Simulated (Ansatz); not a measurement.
Geometry optimisation, RKS BLYP/def2-mTZVP in Ansatz.

The input (input.yaml):

```yaml
crystal:
  periodic: [false, false, false]
  atoms:
    - { symbol: Si, position_ang: [0.469182, -0.239221, -0.458652] }
    - { symbol: "N", position_ang: [-0.301267, -0.372827, 2.460538] }
    - { symbol: H, position_ang: [-1.294982, -0.532362, 2.65402] }
    - { symbol: H, position_ang: [-0.023675, 0.467965, 2.977049] }
    - { symbol: H, position_ang: [0.959123, -0.211445, -1.879219] }
    - { symbol: H, position_ang: [0.725565, 1.12191, 0.093269] }
    - { symbol: H, position_ang: [-1.002706, -0.476024, -0.528991] }
    - { symbol: Si, position_ang: [1.534511, -1.880481, 0.673248] }
    - { symbol: H, position_ang: [0.586226, -2.87659, 1.263252] }
    - { symbol: H, position_ang: [2.460454, -2.668803, -0.206193] }
    - { symbol: H, position_ang: [2.380945, -1.35293, 1.789686] }
    - { symbol: H, position_ang: [0.217822, -1.167991, 2.884693] }
basis:
  gaussian: { orbitals: def2-mTZVP }
hamiltonian:
  xc: blyp
relax:
  f_tol: 0.03
  max_steps: 50
```

Launched with:

```bash
$ ansatz run input.yaml --threads 2 --pin off --max-ram 3072MiB --backend cpu --events-out ev --progress --plain --runs-dir out
```

Where does it end, and by what steps?

The forces met the threshold. After 7 steps the energy has fallen by 0.160 eV; H12 moved furthest, 0.63 Å.

```csv
step,energy less start (eV),largest force component (eV/Å),accepted
0,0.0000,0.946,yes
1,-0.1093,0.425,yes
2,-0.1320,0.334,yes
3,-0.1426,0.565,yes
4,-0.1496,0.221,yes
5,-0.1517,0.100,yes
6,-0.1599,0.047,yes
7,-0.1604,0.008,yes
```

```xyz
12
Properties=species:S:1:pos:R:3
Si 0.487 -0.237 -0.525
N -0.334 -0.402 2.649
H -1.355 -0.451 2.565
H -0.113 0.550 2.957
H 0.888 -0.177 -1.968
H 0.790 1.101 0.065
H -0.991 -0.451 -0.495
Si 1.646 -1.971 0.586
H 0.713 -2.992 1.148
H 2.551 -2.689 -0.370
H 2.507 -1.447 1.687
H -0.078 -1.023 3.423
```

Whether the end is a true minimum wasn't checked by a vibrational analysis.

The run took 7.1 s on 2 threads of Intel(R) Xeon(R) 6975P-C (Granite Rapids) (shared host), peak memory 0.14 GiB.
